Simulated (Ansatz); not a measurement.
`COC(F)F`, relaxed with RKS PBE0-D4/def2-TZVP in Ansatz from a PBE-D4/def2-SVP geometry. The force threshold is 0.005 eV/Å; the program also tests the step.

The species carries charge 0 and has multiplicity 1.

Start:

```xyz
9

C     0.165    1.182    0.122
O     0.349   -0.098    0.714
C    -0.160   -1.131   -0.016
F     0.552   -1.314   -1.177
F    -0.035   -2.246    0.728
H    -0.912    1.388   -0.080
H     0.542    1.928    0.846
H     0.732    1.276   -0.830
H    -1.233   -0.985   -0.305
```

```json
{"step": "1", "energy (eV)": "-9614.2063", "largest force (eV/Å)": "0.589", "largest move (Å)": "0.000"}
{"step": "2", "energy (eV)": "-9614.2425", "largest force (eV/Å)": "0.234", "largest move (Å)": "0.021"}
{"step": "3", "energy (eV)": "-9614.2464", "largest force (eV/Å)": "0.024", "largest move (Å)": "0.010"}
{"step": "4", "energy (eV)": "-9614.2465", "largest force (eV/Å)": "0.008", "largest move (Å)": "0.002"}
{"step": "5", "energy (eV)": "-9614.2465", "largest force (eV/Å)": "0.007", "largest move (Å)": "0.007"}
{"step": "6", "energy (eV)": "-9614.2465", "largest force (eV/Å)": "0.006", "largest move (Å)": "0.002"}
{"step": "7", "energy (eV)": "-9614.2465", "largest force (eV/Å)": "0.001", "largest move (Å)": "0.001"}
```

End:

```xyz
9

C     0.162    1.177    0.116
O     0.362   -0.098    0.701
C    -0.158   -1.116   -0.017
F     0.545   -1.318   -1.164
F    -0.048   -2.225    0.720
H    -0.902    1.358   -0.075
H     0.526    1.907    0.837
H     0.721    1.275   -0.818
H    -1.208   -0.961   -0.300
```

Hardware: 2 threads of a server CPU on a shared host. Wall time 49 s, peak host memory 0.38 GiB.
